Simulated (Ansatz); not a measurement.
# Fluorite CeO2

Method: PBEsol (PAW; Ansatz, a program for electronic structure).

Numerical settings: plane-wave cutoff 520 eV, 8×8×8 k mesh, perturbation theory, no spin polarisation, scalar-relativistic PAW data made under PBE.

Cell (measured lattice):

```xyz
3
Lattice="0.0000 2.7049 2.7049 2.7049 0.0000 2.7049 2.7049 2.7049 0.0000" Properties=species:S:1:pos:R:3 pbc="T T T"
Ce     0.0000     0.0000     0.0000
O      4.0573     4.0573     4.0573
O      1.3524     1.3524     1.3524
```

```
Quantity                           Result
---------------------------------  ------
electronic dielectric constant ε∞    7.80
static dielectric constant           29.4
```

Measured, for comparison: high-frequency dielectric constant 5.31 (temperature not stated, no zero-point or thermal correction; as tabulated in Toward a consistent prediction of defect chemistry in CeO2 (PMC9835833)). Computed (rounded) less measured: high-frequency dielectric constant +47 %.

Note: the cell isn't this level's own, so it is under some stress, which shifts stiffness and frequencies.

Spin–orbit coupling is not included.
